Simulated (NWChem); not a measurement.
Correlation energy of nitrogen dioxide (NO2)

```
N
O 1 1.1917
O 1 1.1917 2 134.61
```
Charge 0, spin multiplicity 2.

Everything below was run with NWChem. All single points use one geometry, from UB3LYP/def2-SVP, a minimum by its harmonic frequencies.

Basis set: STO-3G. Each correlation energy counts from its own Hartree-Fock reference.

```json
[
 {"method": "CCSD(T) on ROHF", "correlation energy (mHa)": "-222.8"},
 {"method": "CCSD[T] on ROHF", "correlation energy (mHa)": "-225.5"},
 {"method": "CCSD(T) on UHF", "correlation energy (mHa)": "-217.0"},
 {"method": "CCSD on ROHF", "correlation energy (mHa)": "-202.4"},
 {"method": "CCSD on UHF", "correlation energy (mHa)": "-198.5"},
 {"method": "SCS-UMP2", "correlation energy (mHa)": "-189.7"},
 {"method": "CCSDT on ROHF", "correlation energy (mHa)": "-223.6"},
 {"method": "UMP2", "correlation energy (mHa)": "-199.3"},
 {"method": "CCSD[T] on UHF", "correlation energy (mHa)": "-219.6"}
]
```

The values span 35.9 mHa, from CCSD[T] on ROHF (lowest) to SCS-UMP2 (highest). 

The correlated methods keep 3 core orbitals frozen. The unpaired electrons of the parent sit in orbitals of symmetry a1 (C2v labels of the run); other states weren't searched. No SCF solution was tested for a lower state. Open-shell Hartree-Fock references start from PBE0 orbitals. Coupled-cluster values serve here as a point of comparison, not as the truth.
